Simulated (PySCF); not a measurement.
Isomers of C10H8. Method: PySCF 2.14.0, PBE0-D3(BJ)/def2-SVP geometry optimisation, gas phase. One conformer each; no zero-point energy, no entropy. No frequencies were run at this level. Point groups hold within 0.08 Å.

Task: Order them by energy at this level, lowest first, and give relative energies in kcal/mol.
A. `[CH:1]#[C:2][c:3]1[cH:4][cH:5][cH:6][cH:7][c:8]1[CH:9]=[CH2:10]` with C7–C8–C9–C10 12°
B. azulene (`c1ccc2cccc-2cc1`)
C. `C#CC#CC1=CCC=CC1`
D. `[CH:1]#[C:2][C:3]1=[CH:4]/[CH:5]=[CH:6]\[CH:7]=[CH:8]/[CH:9]=[CH:10]\1` with C3–C4–C5–C6 55°, C5–C6–C7–C8 -55°, C7–C8–C9–C10 56°, C2–C3–C10–C9 126°
E. `C#CC1=C[C@H]2C=C[C@@H]1C=C2`
F. `C#CC1=CC=CC(=C)C=C1`
G. `C=C1C=Cc2ccccc21`
H. `c1ccc2ccccc2c1` (naphthalene)
I. `[CH:1]1=[CH:2][C:3]1=[CH:4][c:5]1[cH:6][cH:7][cH:8][cH:9][cH:10]1` with C3–C4–C5–C6 180°

Result: H (0.0), G (25.3), B (35.5), A (70.1), I (82.5), F (98.9), E (105.6), D (110.0), C (115.3).

As drawn, the lowest has an aromatic ring, which the highest lacks; the highest has a C≡C bond and a C=C bond outside aromatic rings, which the lowest lacks.

```csv
SMILES,E (Eh),E rel (kcal/mol),dipole (D),point group,"A, B, C (MHz)"
c1ccc2ccccc2c1,-385.17834,0.0,0.00,D2h,"3122, 1234, 884.3"
C=C1C=Cc2ccccc21,-385.13800,25.3,0.51,Cs,"2743, 1297, 880.5"
c1ccc2cccc-2cc1,-385.12180,35.5,1.13,C2v,"2854, 1254, 871.2"
C#Cc1ccccc1C=C,-385.06670,70.1,0.53,C1,"1632, 1458, 771.2"
C1=CC1=Cc1ccccc1,-385.04685,82.5,3.18,Cs,"4185, 766.1, 647.6"
C#CC1=CC=CC(=C)C=C1,-385.02073,98.9,0.31,Cs,"3338, 862.0, 685.1"
C#CC1=C[C@H]2C=C[C@@H]1C=C2,-385.00998,105.6,0.82,Cs,"2828, 1122, 1115"
C#CC1=C/C=C\C=C/C=C\1,-385.00308,110.0,0.66,C1,"2478, 1046, 830.0"
C#CC#CC1=CCC=CC1,-384.99460,115.3,1.37,Cs,"4966, 555.0, 502.3"
```
